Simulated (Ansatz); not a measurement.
**AlBH2 (triplet): from Hartree-Fock to the top rungs at distance Al2–H4 = 2.910 Å, 6-31G**

How much of the correlation energy of AlBH2 (triplet) does each wave-function method recover here?

Computed with Ansatz 0.2.0, Gaussian basis. Level: 6-31G, core rule «outside noble gas», up to 6 orbitals frozen.

Plan: UHF; CCSD(T) on ROHF; CCSD(T) on UHF; BCCD(T) on ROHF; CISD; CCSDT(Q) on ROHF; CCSDT(Q) on UHF; CASSCF and MRCISD+Q, 4 electrons in 4 orbitals; CASSCF and NEVPT2, 4 electrons in 4 orbitals; CASSCF and MRCISD+Q, 8 electrons in 10 orbitals; CASSCF and NEVPT2, 8 electrons in 10 orbitals; Full CI.

29 further runs of the same task are left out: 2 for a mislabelled method, 21 that didn't finish, 6 set aside as unsound or not needed.

## 1. The system

The geometry derives from a PBE0/def2-TZVP stationary point (not a proven minimum). One bond is set to the value named and the two fragments are kept rigid.

4 atoms, charge 0, spin multiplicity 3.

Atoms are counted from 1 here; the program's logs count them from 0.

Bond lengths: B1–Al2 2.079 Å, Al2–H3 1.585 Å. Angles: B1–Al2–H3 117.0°.

## 2. UHF

Contents of in.yaml:

```yaml
crystal:
  periodic: [false, false, false]
  atoms:
    - {symbol: B, position_ang: [0.000000, -0.029889, 1.566378]}
    - {symbol: Al, position_ang: [0.000000, -0.029889, -0.512950]}
    - {symbol: H, position_ang: [0.000000, -1.441216, -1.233457]}
    - {symbol: H, position_ang: [0.000000, 2.561899, -1.836103]}
basis:
  gaussian: {orbitals: 6-31G}
magnetization: {spin_polarized: true, initial_magnetization: 2}
hamiltonian: {xc: hf}
output: {orbitals: {seedname: orbitals}}
```

The run is started by

```bash
> ansatz run in.yaml --threads 1 --pin off --events-out ev --progress --plain --max-ram 2393MiB
```

After this run come: CCSD(T) on ROHF; CCSD(T) on UHF; BCCD(T) on ROHF; CISD; CCSDT(Q) on ROHF; CCSDT(Q) on UHF; CASSCF and MRCISD+Q, 4 electrons in 4 orbitals; CASSCF and NEVPT2, 4 electrons in 4 orbitals; CASSCF and MRCISD+Q, 8 electrons in 10 orbitals; CASSCF and NEVPT2, 8 electrons in 10 orbitals; Full CI.

Before running them: what should the planned runs give, taken together? Wanted: FCI below the RHF energy; RMP2 from FCI; UMP2 from FCI; RCCSD from FCI; RCCSD(T) from FCI; UCCSD(T) from FCI; RCCSDT(Q) from FCI; UCCSDT(Q) from FCI; NEVPT2 pair from FCI.

The runs gave:

| quantity | value |
| --- | --- |
| FCI below the RHF energy | -3.4662 eV |
| RMP2 from FCI | +147.1 kJ/mol |
| UMP2 from FCI | +117.5 kJ/mol |
| RCCSD from FCI | +22.0 kJ/mol |
| RCCSD(T) from FCI | +8.6 kJ/mol |
| UCCSD(T) from FCI | +11.8 kJ/mol |
| RCCSDT(Q) from FCI | +0.5 kJ/mol |
| UCCSDT(Q) from FCI | +0.9 kJ/mol |
| NEVPT2 pair from FCI | +77.5 kJ/mol |
| NEVPT2 valence from FCI | +17.1 kJ/mol |
| MRCISD+Q valence from FCI | +1.0 kJ/mol |
| levels within 1 kcal/mol (43 meV) | RCCSDT, UCCSDT, RCCSDT(Q), UCCSDT(Q), MRCISD valence, MRCISD+Q valence |
| T1 diagnostic | 0.057 |
| effectively unpaired electrons | 2.62 |

What this shows: RCCSD(T) misses by +8.6 kJ/mol, 2.6 % of the correlation energy. CCSD(T) misses by +8.6 kJ/mol on the restricted determinant and by +11.8 kJ/mol on the unrestricted one; the two need not hold the same state or core. The occupations show some static correlation. Of the multireference levels listed MRCISD+Q valence comes nearest in total energy (+1.0 kJ/mol), which doesn't show that its space is the better one. These misses are within one basis, not against nature; the frozen cores of restricted and unrestricted runs differ, which can shift their rows.
